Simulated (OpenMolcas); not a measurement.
# A workflow on [S4]2− ([S4]2-)

Wanted: a single-point energy (UHF/STO-3G), then the energy (CASSCF(2,2)/STO-3G), then a single-point energy (CASPT2(2,2)/STO-3G), then a single-point energy (SC-NEVPT2(2,2)/STO-3G), then a single-point energy (MRCI(2,2)/STO-3G) of [S4]2− ([S4]2-). 

The calculation is run with OpenMolcas 26.06.

2 further runs of the same task are left out: 1 that didn't finish, 1 set aside as unsound or not needed.

### 1 The structure to begin with

[S4]2−: 4 atoms, total charge -2, spin state singlet. One bond was lengthened or shortened from a relaxed shape.

Bond lengths: S1–S2 2.492 Å, S2–S3 2.110 Å, S3–S4 1.994 Å. Angles: S1–S2–S3 112.2°, S2–S3–S4 112.2°.

### 2 The energy at UHF/STO-3G (run 1)

mol.xyz reads:

```xyz
4

S     -1.911589     0.808277     1.822629
S      0.409070     0.724090     0.917360
S      0.447450     0.225710    -1.132780
S      0.590950    -1.741240    -1.426160
```

step1.input reads:

```
* S4 Hartree-Fock
>>> EXPORT MOLCAS_PRINT=2

&GATEWAY
 BasLib
 $CurrDir
 Coord
 mol.xyz
 Basis
 STO-3G
 Group
 NoSym

&SEWARD

&SCF
 UHF
 Charge
 -2
 Scramble
 0.25
 PrOrbitals
 1 1
```

The basis set STO-3G is read from a file made from the Basis Set Exchange's data (not shown).

Run with:

```console
export MOLCAS_MEM=1860
pymolcas step1.input > step1.log
```

Output:

```text
--- Start Module: gateway ---
[...]
--- Stop Module: gateway /rc=_RC_ALL_IS_WELL_ ---
--- Start Module: seward ---
[...]
      Basis functions           36
--- Stop Module: seward /rc=_RC_ALL_IS_WELL_ ---
--- Start Module: scf ---
[...]
       Convergence after  29 Iterations
[...]
::    Total SCF energy                              -1572.1425497876
[...]
      Total spin, S                                     0.0952971586
[...]
      Total electronic charge=   66.000000
      Total            charge=   -2.000000
[...]
      Dipole Moment (debye):
      Origin of the operator (angstrom)=   -0.1160    0.0042    0.0453
                   X=  1.3658E+00               Y=  1.8184E+00               Z= -4.2350E-01           Total=  2.3133E+00
      Center of Charge (angstrom)
[...]
--- Stop Module: scf /rc=_RC_ALL_IS_WELL_ ---
[...]
```

Wall time 2.4 s (1 thread of Arm Neoverse V2, shared host); peak memory 0.37 GiB.

### 3 The energy at CASSCF(2,2)/STO-3G (run 2)

mol.xyz is that of step 2.

step2.inp reads:

```
&GATEWAY
BasLib=$CurrDir
Coord=mol.xyz
Basis=STO-3G
Group=NoSym
&SEWARD
&RASSCF
FileOrb=$CurrDir/step1.UnaOrb
Spin=1
Nactel=2 0 0
Inactive=32
Ras2=2
OrbListing=Nothing
```

The basis set STO-3G is read from a file made from the Basis Set Exchange's data (not shown).

Run with:

```console
export MOLCAS_MEM=1860
pymolcas step2.inp > step2.log
```

Output:

```text
--- Start Module: gateway ---
[...]
--- Stop Module: gateway /rc=_RC_ALL_IS_WELL_ ---
--- Start Module: seward ---
[...]
      Basis functions           36
--- Stop Module: seward /rc=_RC_ALL_IS_WELL_ ---
--- Start Module: rasscf ---
[...]
      Number of active orbitals                  2
[...]
      Spin quantum number                      0.0
[...]
      Active orbitals                            2
[...]
      Number of CSFs                             3
[...]
      Number of root(s) required                 1
[...]
      Convergence after 16 iterations
[...]
      printout of CI-coefficients larger than  0.05 for root  1
      energy=   -1572.172342
      conf/sym  11     Coeff  Weight
             1  20   0.97338 0.94746
             3  02  -0.22921 0.05254
      Natural orbitals and occupation numbers for root  1
      sym 1:   1.894924   0.105076
      ************************************************************************************************************************
      *                                                    Final results                                                     *
[...]
::    RASSCF root number  1 Total energy:  -1572.17234157
[...]
      Total electronic charge=   66.000000
      Total            charge=   -2.000000
[...]
      Dipole Moment (debye):
      Origin of the operator (angstrom)=   -0.1160    0.0042    0.0453
                   X=  2.2430E+00               Y=  1.6380E+00               Z= -9.8829E-01           Total=  2.9480E+00
      Center of Charge (angstrom)
[...]
--- Stop Module: rasscf /rc=_RC_ALL_IS_WELL_ ---
[...]
```

It took 1.9 s on 1 thread of Arm Neoverse V2, shared host; peak memory 0.37 GiB.

### 4 The energy at CASPT2(2,2)/STO-3G (run 3)

mol.xyz is that of step 3.

step3.inp reads:

```
* S4 CASPT2

&GATEWAY
 BASLIB = $CurrDir
 COORD = mol.xyz
 BASIS = STO-3G
 GROUP = NoSym

&SEWARD

&RASSCF
 FILEORB = $CurrDir/step2.RasOrb
 SPIN = 1
 NACTEL = 2 0 0
 INACTIVE = 32
 RAS2 = 2
 ORBLISTING = Nothing

&CASPT2
 IMAGINARY = 0.1
 FROZEN = 20
```

The basis set STO-3G is read from a file made from the Basis Set Exchange's data (not shown).

Run with:

```console
export MOLCAS_MEM=1860
pymolcas step3.inp > step3.log
```

Output:

```text
--- Start Module: gateway ---
[...]
--- Stop Module: gateway /rc=_RC_ALL_IS_WELL_ ---
[...]
      Basis functions           36
[...]
--- Start Module: rasscf ---
[...]
      Number of active orbitals                  2
[...]
      Spin quantum number                      0.0
[...]
      Active orbitals                            2
[...]
      Number of CSFs                             3
[...]
      Number of root(s) required                 1
[...]
      Convergence after  4 iterations
[...]
      printout of CI-coefficients larger than  0.05 for root  1
      energy=   -1572.172342
      conf/sym  11     Coeff  Weight
             1  20   0.97338 0.94746
             3  02  -0.22921 0.05254
      Natural orbitals and occupation numbers for root  1
      sym 1:   1.894925   0.105075
      ************************************************************************************************************************
      *                                                    Final results                                                     *
[...]
::    RASSCF root number  1 Total energy:  -1572.17234157
[...]
      Total electronic charge=   66.000000
      Total            charge=   -2.000000
[...]
      Dipole Moment (debye):
      Origin of the operator (angstrom)=   -0.1160    0.0042    0.0453
                   X=  2.2429E+00               Y=  1.6380E+00               Z= -9.8825E-01           Total=  2.9479E+00
      Center of Charge (angstrom)
[...]
--- Stop Module: rasscf /rc=_RC_ALL_IS_WELL_ ---
--- Start Module: caspt2 ---
[...]
 ###    WARNING: User changed nr of frozen orbitals.                         ###
 ###############################################################################
[...]
      E2 (Variational):          -0.0437352075
      Total energy:           -1572.2160767821
[...]
      Reference weight:           0.97141
[...]
::    CASPT2 Root  1     Total energy:  -1572.21607678
[...]
--- Stop Module: caspt2 /rc=_RC_ALL_IS_WELL_ ---
[...]
```

Run time: 1.8 s. Hardware: 1 thread of Arm Neoverse V2, shared host; peak memory 0.37 GiB.

### 5 A single-point energy at SC-NEVPT2(2,2)/STO-3G (run 4)

mol.xyz is that of step 4.

step4.input reads:

```
>>> EXPORT MOLCAS_PRINT=2
&gateway
baslib=$CurrDir
coord=mol.xyz
basis=STO-3G
group=NoSym
&seward
&rasscf
fileorb=$CurrDir/step2.RasOrb
spin=1
nactel=2 0 0
inactive=32
ras2=2
orblisting=Nothing
&caspt2
sc-nevpt2
frozen=20
```

The basis set STO-3G is read from a file made from the Basis Set Exchange's data (not shown).

Run with:

```console
export MOLCAS_MEM=1860
pymolcas step4.input > step4.log
```

Output:

```text
--- Start Module: gateway ---
[...]
--- Stop Module: gateway /rc=_RC_ALL_IS_WELL_ ---
[...]
      Basis functions           36
[...]
--- Start Module: rasscf ---
[...]
      Number of active orbitals                  2
[...]
      Spin quantum number                      0.0
[...]
      Active orbitals                            2
[...]
      Number of CSFs                             3
[...]
      Number of root(s) required                 1
[...]
      Convergence after  4 iterations
[...]
      printout of CI-coefficients larger than  0.05 for root  1
      energy=   -1572.172342
      conf/sym  11     Coeff  Weight
             1  20   0.97338 0.94746
             3  02  -0.22921 0.05254
      Natural orbitals and occupation numbers for root  1
      sym 1:   1.894925   0.105075
      ************************************************************************************************************************
      *                                                    Final results                                                     *
[...]
::    RASSCF root number  1 Total energy:  -1572.17234157
[...]
      Total electronic charge=   66.000000
      Total            charge=   -2.000000
[...]
      Dipole Moment (debye):
      Origin of the operator (angstrom)=   -0.1160    0.0042    0.0453
                   X=  2.2429E+00               Y=  1.6380E+00               Z= -9.8825E-01           Total=  2.9479E+00
      Center of Charge (angstrom)
[...]
--- Stop Module: rasscf /rc=_RC_ALL_IS_WELL_ ---
--- Start Module: caspt2 ---
[...]
 ###    WARNING: User changed nr of frozen orbitals.                         ###
 ###############################################################################
[...]
      E2 (Variational):          -0.0437125867
[...]
      E2 (Variational):          -0.0436719661
      Total energy:           -1572.2160135407
[...]
      Reference weight:           0.97101
[...]
::    SC-NEVPT2 Root  1     Total energy:  -1572.21601354
[...]
--- Stop Module: caspt2 /rc=_RC_ALL_IS_WELL_ ---
[...]
```

It took 1.8 s on 1 thread of Arm Neoverse V2, shared host; peak memory 0.37 GiB.

### 6 A single-point energy at MRCI(2,2)/STO-3G (run 5)

mol.xyz is that of step 5.

step5.input reads:

```
>>> EXPORT MOLCAS_PRINT=2

&gateway
  baslib = $CurrDir
  coord = mol.xyz
  basis = STO-3G
  group = NoSym

&seward

&rasscf
  fileorb = $CurrDir/step2.RasOrb
  spin = 1
  nactel = 2 0 0
  inactive = 32
  ras2 = 2
  orblisting = Nothing

&motra
  lumorb
  frozen = 20

&guga
  electrons = 26
  spin = 1
  inactive = 12
  active = 2
  ciall = 1

&mrci
  sdci
```

The basis set STO-3G is read from a file made from the Basis Set Exchange's data (not shown).

Run with:

```console
export MOLCAS_MEM=1860
pymolcas step5.input > step5.log
```

Output:

```text
--- Start Module: gateway ---
[...]
--- Stop Module: gateway /rc=_RC_ALL_IS_WELL_ ---
[...]
      Basis functions           36
[...]
      Number of active orbitals                  2
[...]
      Spin quantum number                      0.0
[...]
      Active orbitals                            2
[...]
      Number of CSFs                             3
[...]
      Number of root(s) required                 1
[...]
      Convergence after  4 iterations
[...]
      printout of CI-coefficients larger than  0.05 for root  1
      energy=   -1572.172342
      conf/sym  11     Coeff  Weight
             1  20   0.97338 0.94746
             3  02  -0.22921 0.05254
      Natural orbitals and occupation numbers for root  1
      sym 1:   1.894925   0.105075
      ************************************************************************************************************************
      *                                                    Final results                                                     *
[...]
::    RASSCF root number  1 Total energy:  -1572.17234157
[...]
      Dipole Moment (debye):
      Origin of the operator (angstrom)=   -0.1160    0.0042    0.0453
                   X=  2.2429E+00               Y=  1.6380E+00               Z= -9.8825E-01           Total=  2.9479E+00
      Center of Charge (angstrom)
[...]
      *** WARNING: Default frozen orbitals is overwritten by user input.
      *** Default values:  20
[...]
--- Start Module: guga ---
[...]
--- Stop Module: guga /rc=_RC_ALL_IS_WELL_ ---
--- Start Module: mrci ---
[...]
       (But an ACPF correction will be computed)
       USE THE DEFAULT ACPF G-VALUE GFAC=   7.6923076923076927E-002
[...]
                      CI ENERGY: -1572.23123935
[...]
                ACPF CORRECTION:    -0.00348631
[...]
      Total electronic charge=   66.000000
      Total            charge=   -2.000000
[...]
     ACPF CORRECTION:     -0.00348631
[...]
  CI State   1     Total energy:  -1572.23123935     QDav:     -0.00379556     QACPF:     -0.00348631
[...]
--- Stop Module: mrci /rc=_RC_ALL_IS_WELL_ ---
[...]
```

Wall time 2.2 s (1 thread of Arm Neoverse V2, shared host); peak memory 0.37 GiB.

### 7 Outcome

```
                                                                quantity           value
                                         run 1, UHF/STO-3G: total energy  -1572.14255 Eh
                                          run 1, UHF/STO-3G: HOMO energy         8.27 eV
                                          run 1, UHF/STO-3G: LUMO energy        18.50 eV
run 1, UHF/STO-3G: HOMO–LUMO gap (to an unbound level, set by the basis)        10.24 eV
                                                 run 1, UHF/STO-3G: ⟨S²⟩           0.104
                                 run 2, CASSCF(2,2)/STO-3G: total energy  -1572.17234 Eh
                                 run 3, CASPT2(2,2)/STO-3G: total energy  -1572.21608 Eh
                              run 4, SC-NEVPT2(2,2)/STO-3G: total energy  -1572.21601 Eh
                                   run 5, MRCI(2,2)/STO-3G: total energy  -1572.23124 Eh
```

**Reading.** ⟨S²⟩ (run 1, UHF/STO-3G) is 0.10 where a pure singlet has 0.00: the reference is spin-contaminated. Mulliken charges (run 1, UHF/STO-3G) run from -0.70 on S4 to -0.29 on S3. The HOMO (run 1, UHF/STO-3G) lies at positive energy, 8.27 eV: the electron is unbound at this level or held by a compact basis; values depend on the basis. Mulliken charges (run 2, CASSCF(2,2)/STO-3G) run from -0.73 on S1 to -0.28 on S3; they depend strongly on the basis. Mulliken charges (run 3, CASPT2(2,2)/STO-3G) of the CASSCF density run from -0.73 on S1 to -0.28 on S3; they depend strongly on the basis. Mulliken charges (run 4, SC-NEVPT2(2,2)/STO-3G) of the CASSCF density run from -0.73 on S1 to -0.28 on S3; they depend strongly on the basis.
